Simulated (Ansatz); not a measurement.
## BP⁺, quartet: the ladder up to full CI

Geometry: a point of a stretch scan, not a stationary point.

```yaml
atoms:
  - { symbol: B, position_ang: [0.0000, 0.0000, 0.0000] }
  - { symbol: P, position_ang: [0.0000, 0.0000, 1.5130] }
```

Basis cc-pVDZ; Ansatz 0.2.0. Correlated methods freeze the noble-gas cores, which leaves 7 electrons in 26 orbitals. Prefix R: restricted or restricted open-shell reference; prefix U: unrestricted. Active spaces: valence = (7e, 8o) chosen from the atoms' valence shells; pair = (5e, 5o) about the gap.

Full CI is exact within this basis and frozen core; it isn't the basis-set limit. The frozen core follows each run's orbitals, which can shift R against U totals by a few meV.

For open shells CISD is restricted-active-space CI with the open shells as a complete middle space.

The UHF ⟨S²⟩ is 3.758 and the T1 diagnostic (RCCSD) is 0.0233. The largest doubles amplitude (RCCSD) is 0.063. The T1 diagnostic (UCCSD) is 0.0229.

| level | E − E(RHF) (eV) |
| --- | --- |
| UHF | -0.0682 |
| RMP2 | -2.7678 |
| UMP2 | -2.7518 |
| RCCSD | -3.4814 |
| UCCSD | -3.4832 |
| RCCSD(T) | -3.5969 |
| UCCSD(T) | -3.5971 |

Q: Estimate how far full CI in cc-pVDZ lies from RCCSD(T). The table doesn't fix it; the size of (T) and the diagnostics are the guide.

A: Full CI in cc-pVDZ lies 1.40 mEh below RCCSD(T), which is 33 % of the (T) step (-4.24 mEh). The diagnostics give no warning, yet the rest is a sizeable part of (T).

The other levels:

```tsv
level	E − E(full CI) (mEh)	share of correlation (%)	wall time
CISD	9.21	93.10	1.1 s
BCCD(T)	1.41	98.95	0.75 s
RCCSDT	0.27	99.80	–
UCCSDT	0.25	99.81	–
RCCSDT(Q)	0.04	99.97	3.2 s
UCCSDT(Q)	0.01	99.99	3.1 s
CASSCF (pair space)	120.32	9.93	–
NEVPT2 (pair space)	33.02	75.28	0.48 s
MRCISD (pair space)	9.93	92.57	–
MRCISD+Q (pair space)	1.72	98.71	0.81 s
CASSCF (valence space)	78.92	40.92	–
NEVPT2 (valence space)	19.20	85.62	1.6 s
NEVPT4(SD) (valence space)	2.59	98.06	2.3 s
MRCISD (valence space)	4.10	96.93	–
MRCISD+Q (valence space)	0.75	99.44	2.5 s
```

The correlation energy at full CI, counted from RHF, is -3.635 eV. That run took 2.1 min on 1 thread of Intel Xeon, shared host over 5,352,180 determinants.

Times hold each run's SCF and search for its determinant on a shared host, so for small cases they say little of a method's own cost; they ran on 1 thread of Intel Xeon.

The full-CI state has the irrep A2 of C2v, in the program's axes (one component, if the state is degenerate).

Natural occupations of full CI about the gap: 1.959 1.915 0.989 0.986 0.986 0.040 0.040 0.022 0.009 0.009; effectively unpaired electrons, Σ n²(2−n)², 3.05.
